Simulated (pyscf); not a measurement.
This saddle point was located with ωB97X-D3(BJ)/def2-SVP in PySCF.

```xyz
8

N     -0.1205     1.3438    -0.4241
In     0.2085    -0.3924     0.5347
H      0.6087     2.0490    -0.4543
H     -1.0322     1.7854    -0.3623
H     -1.3545    -0.9151     1.4834
H      1.6219    -1.2004     1.0139
Cl    -1.3202    -2.2135    -0.7481
H     -1.5591    -1.5762     0.6088
```
Charge 0, spin multiplicity 1.

Surface: singlet, charge 0. Lowest wavenumbers (cm⁻¹): 1071i, 102, 200, 222, 272.

### Question
What reaction is this the transition state of?

### Answer
`[NH2][InH2]` + `[ClH]` <-> `[NH2][InH][Cl]` + `[H][H]`, a four-centre exchange read from left to right: H–In, Cl–H broken and Cl–In, H–H formed. At ωB97M-D3(BJ)/def2-TZVP it lies +36.8 kJ/mol from the left side and +138.6 kJ/mol from the right (each side as separated species at their lowest minima found). On the reactant side the descent ends in a complex, 21.3 kJ/mol under the separated species and 42.9 kJ/mol under the saddle at ωB97X-D3(BJ)/def2-TZVP. At ωB97X-D3(BJ)/def2-TZVP the barrier from the zero used here is 21.6 kJ/mol. One saddle was located; it need not be the lowest between these sides. Elements past Kr carry the def2 core potentials, without spin-orbit coupling.
